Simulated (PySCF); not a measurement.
Compound: ClH4PSi.
Z-matrix (Å and degrees, PBE0-D3(BJ)/def2-SVP geometry), rows numbered from 1:
```
P 
Si  1  2.2573
Cl  2  2.0713  1  108.33
H   1  1.4294  2   93.01  3   -75.91
H   1  1.4323  2   91.63  3  -169.47
H   2  1.4904  1  108.64  3  -117.86
H   2  1.4908  1  113.87  3   119.76
```

Level of theory: EOM-IP-CCSD/aug-cc-pVDZ in PySCF, restricted Hartree–Fock reference, frozen core, non-relativistic, gas phase, PBE0-D3(BJ)/def2-SVP geometry.

The vertical ionisation energies are 10.03, 11.18, 11.51, 12.68, 13.14, 13.63, 14.12, 17.43 eV.

Which Hartree–Fock orbital leads each hole, and what is its Koopmans value −ε?

```tsv
leading hole (HF orbital)	Koopmans (eV)	EOM-IP-CCSD (eV)	change (eV)	one-hole share
HOMO	10.43	10.03	-0.40	0.95
HOMO-1	11.89	11.18	-0.71	0.95
HOMO-2	12.35	11.51	-0.84	0.95
HOMO-3	13.54	12.68	-0.86	0.95
HOMO-4	13.98	13.14	-0.84	0.94
HOMO-5	14.60	13.63	-0.97	0.93
HOMO-6	14.98	14.12	-0.86	0.94
HOMO-7	19.13	17.43	-1.70	0.86
```

Does the order of the lines follow the orbital energies?

Yes, no two lines change places. The corrections run from -1.70 to -0.40 eV, with a mean of -0.90 eV over the 8 lines; no line lies above its Koopmans value. Koopmans values leave out both the relaxation of the orbitals and the change in correlation energy.

At what kinetic energies would He II light (40.81 eV) eject these electrons?

30.78 eV (HOMO), 29.63 eV (HOMO-1), 29.30 eV (HOMO-2), 28.13 eV (HOMO-3), 27.67 eV (HOMO-4), 27.18 eV (HOMO-5), 26.69 eV (HOMO-6), 23.38 eV (HOMO-7).

One root was sought for each valence orbital with −ε under 21 eV, eight at most, so deeper holes and satellites are missing; no vibrational structure.

One conformer stands for the species.
